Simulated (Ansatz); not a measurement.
C3H4F2O, SMILES `CO/C(F)=C/F`, relaxed with RKS PBE0-D4/def2-TZVP in the Gaussian-basis code of Ansatz from a PBE-D4/def2-SVP geometry. The force threshold is 0.005 eV/Å; the program also tests the step.

Charge 0, multiplicity 1.

Start:

```xyz
10

C    -0.771    1.110    0.906
O     0.411    0.317    0.718
C     0.282   -0.721   -0.119
F    -0.677   -1.610    0.207
C     1.082   -0.899   -1.188
F     1.027   -2.012   -1.939
H    -0.498    1.918    1.609
H    -1.595    0.506    1.338
H    -1.106    1.551   -0.058
H     1.845   -0.161   -1.474
```

```tsv
step	energy (eV)	largest force (eV/Å)	largest move (Å)
1	-10648.8656	0.722	0.000
2	-10648.9157	0.202	0.031
3	-10648.9201	0.056	0.018
4	-10648.9204	0.020	0.008
5	-10648.9205	0.015	0.004
6	-10648.9207	0.011	0.010
7	-10648.9207	0.008	0.005
8	-10648.9207	0.004	0.002
```

End:

```xyz
10

C    -0.765    1.099    0.890
O     0.408    0.299    0.741
C     0.290   -0.718   -0.104
F    -0.641   -1.615    0.223
C     1.061   -0.875   -1.169
F     0.986   -1.971   -1.928
H    -0.503    1.894    1.585
H    -1.589    0.510    1.297
H    -1.054    1.528   -0.074
H     1.807   -0.151   -1.461
```

Hardware: 4 threads of an Arm Neoverse V1 on a shared host. Wall time 26 s, peak host memory 0.49 GiB.
